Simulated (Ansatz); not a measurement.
**Al₂H (sextet): from Hartree-Fock to the top rungs, def2-TZVPP**

An exercise on one series of results from a longer session: the logs are not shown, and one member is left open.

The runs use Ansatz 0.2.0, Gaussian basis; def2-TZVPP, core rule «outside noble gas», up to 10 orbitals frozen.

Plan: UHF; ROHF; CCSD(T) on UHF.

### The geometry

The geometry is a PBE0/def2-TZVP stationary point (not a proven minimum) of the parent state, kept for this charge and spin.

3 atoms, charge 0, spin multiplicity 6.

Atoms are counted from 1 here; the program's logs count them from 0.

Bond lengths: Al1–Al2 2.360 Å, Al1–H3 1.583 Å. Angles: Al2–Al1–H3 180.0°.

Set-up of the first run:

Input file in.yaml:

```yaml
crystal:
  periodic: [false, false, false]
  atoms:
    - {symbol: Al, position_ang: [0.000000, 0.000000, 0.259056]}
    - {symbol: Al, position_ang: [0.000000, 0.000000, -2.101360]}
    - {symbol: H, position_ang: [0.000000, 0.000000, 1.842303]}
basis:
  gaussian: {orbitals: def2-TZVPP}
magnetization: {spin_polarized: true, initial_magnetization: 5}
hamiltonian: {xc: hf}
output: {orbitals: {seedname: orbitals}}
```

Run with:

```sh
$ ansatz run in.yaml --threads 1 --pin off --events-out ev --progress --plain --max-ram 4096MiB --backend cpu
```

Among the steps run: UHF; ROHF; CCSD(T) on UHF.

One table of the session follows, with a row left open; its other results are not shown here.

```
  method  from UCCSD(T) (meV)
    ROHF              +2622.8
     UHF              +2600.6
    UMP2                    ?
   UCCSD               +117.4
UCCSD(T)                    0
```

Q: Estimate the row for UMP2 from the others.

**Answer.** from UCCSD(T) (meV): +775.8. In the column «from UCCSD(T) (meV)» it lies between UCCSD (+117.4) and UHF (+2600.6).
